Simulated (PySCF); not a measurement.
Q: Give a CAM-B3LYP/def2-SVP geometry of InChI=1S/C4H5P/c1-2-4-5-3-1/h1-5H.

A: 
```xyz
10
C4H5P angstrom
C     -0.3613   -1.0289    0.2806
C      1.0020   -0.5874    0.0060
C      1.0987    0.7058   -0.3735
P     -0.5499    1.4138   -0.6089
C     -1.2973   -0.0694    0.1096
H     -0.5879   -2.0504    0.5962
H      1.8596   -1.2578    0.1041
H      2.0309    1.2111   -0.6287
H     -0.6192    2.3144    0.4924
H     -2.3684   -0.2129    0.2566
```

Orientation and origin are arbitrary. Atoms count from 1 in this order. The 3 C–C bonds span 1.351 Å (C2–C3, drawn aromatic) to 1.459 Å (C1–C2, drawn aromatic), a spread of 0.108 Å. P4 (ring phosphorus) is pyramidal (angles 101.0°, 101.0° and 90.2°, sum 292.3°, 0.81 Å off the plane of its three neighbours). The 5-membered ring C1–C2–C3–P4–C5 has internal angles of 90.2° to 114.2° (sum 539°, against 540° for a flat polygon); it is slightly puckered (a soft mode that the optimisation may not have finished), 0.05 Å rms from its mean plane, widest ring torsion 9°.

Bonds between heavy atoms (Å): C1–C2 1.459, C2–C3 1.351, C3–P4 1.810, P4–C5 1.810, C1–C5 1.351.

Method: CAM-B3LYP/def2-SVP geometry optimisation, gas phase (PySCF).

Point group: Cs (every atom within 0.08 Å of its image). Whether it is a minimum is left open (no frequencies).

On one thread of an AMD EPYC 9R45, shared host, this took 14 s and 0.47 GiB of memory at its peak. These figures are those of the optimisation.
